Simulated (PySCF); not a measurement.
Ligands exchanged one at a time, Al Cl-SH. Isolated molecules, 0 K electronic values unless said otherwise. One relaxed conformer stands for each flexible species; it need not be the lowest. Strings in code marks are SMILES.

The S1–T1 gap (TDA) from two functionals at the same geometries (B3LYP-D3(BJ)/def2-TZVP), both in PySCF: PBE-D3(BJ)/def2-TZVP and B3LYP-D3(BJ)/def2-TZVP. B3LYP has the VWN-RPA correlation part, as in Gaussian. Excitations are Tamm–Dancoff values on a coarser integration grid. The basis has no diffuse functions, so Rydberg states are missing or too high.

```json
[
 {"species": "0 of 3 Cl replaced by SH (`[Cl][Al]([Cl])[Cl]`)", "PBE-D3(BJ)/def2-TZVP (eV)": "0.24", "B3LYP-D3(BJ)/def2-TZVP (eV)": "0.27"},
 {"species": "2 of 3 Cl replaced by SH (`[SH][Al]([SH])[Cl]` (H–S–Al–Cl torsion 0°, Cl–Al–S–H torsion 0°))", "PBE-D3(BJ)/def2-TZVP (eV)": "0.22", "B3LYP-D3(BJ)/def2-TZVP (eV)": "0.25"},
 {"species": "3 of 3 Cl replaced by SH (`[SH][Al]([SH])[SH]`)", "PBE-D3(BJ)/def2-TZVP (eV)": "0.20", "B3LYP-D3(BJ)/def2-TZVP (eV)": "0.24"}
]
```

Over these rows, drawn at random from the members with no instability flagged (it was tested for open shells, ions and some series alone), PBE minus B3LYP-D3(BJ): mean -0.03 eV, from -0.05 eV to -0.03 eV.
